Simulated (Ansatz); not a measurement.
Geometry optimisation, Ansatz, RKS PBE0-D4/def2-TZVP.

Input file:

```yaml
crystal:
  periodic: [false, false, false]
  atoms:
    - { symbol: Si, position_ang: [0.672399, 0.321137, -0.979203] }
    - { symbol: F, position_ang: [0.879842, 1.395793, 0.194029] }
    - { symbol: F, position_ang: [1.337942, -0.973198, -0.30572] }
    - { symbol: H, position_ang: [-1.61636, -0.473848, 0.260826] }
    - { symbol: H, position_ang: [-1.273723, -0.269883, 0.829968] }
basis:
  gaussian: { orbitals: def2-TZVP }
hamiltonian:
  xc: pbe0
  dispersion: d4
relax:
  f_tol: 0.03
  max_steps: 50
output:
  orbitals: {}
```

Command:

```bash
$ ansatz run input.yaml --threads 2 --pin off --max-ram 3072MiB --backend cpu --events-out ev --progress --plain --runs-dir out
```

Task: Where does it end, and by what steps?

Result: The run converged. The force dipped under the threshold on the way, but the program's further checks kept it going. After 14 steps the energy has fallen by 0.080 eV; H4 moved furthest, 0.32 Å.

| step | energy less start (eV) | largest force component (eV/Å) | accepted |
| --- | --- | --- | --- |
| 0 | 0.0000 | 1.886 | yes |
| 1 | -0.0650 | 0.586 | yes |
| 2 | -0.0684 | 0.685 | yes |
| 3 | -0.0732 | 0.472 | yes |
| 4 | -0.0735 | 0.495 | yes |
| 5 | -0.0754 | 0.106 | yes |
| 6 | -0.0786 | 0.032 | yes |
| 7 | -0.0789 | 0.025 | yes |
| 8 | -0.0789 | 0.105 | yes |
| 9 | -0.0794 | 0.051 | yes |
| 10 | -0.0796 | 0.004 | yes |
| 11 | -0.0795 | 0.094 | no |
| 12 | -0.0797 | 0.016 | yes |
| 13 | -0.0794 | 0.126 | no |
| 14 | -0.0798 | 0.025 | yes |

```xyz
5
Properties=species:S:1:pos:R:3
Si 0.909 0.381 -1.071
F 0.982 1.389 0.173
F 1.533 -0.939 -0.413
H -1.871 -0.621 0.387
H -1.552 -0.210 0.924
```

The run took 18 s on 2 threads of Arm Neoverse V1, with other jobs on the host, peak memory 0.17 GiB.
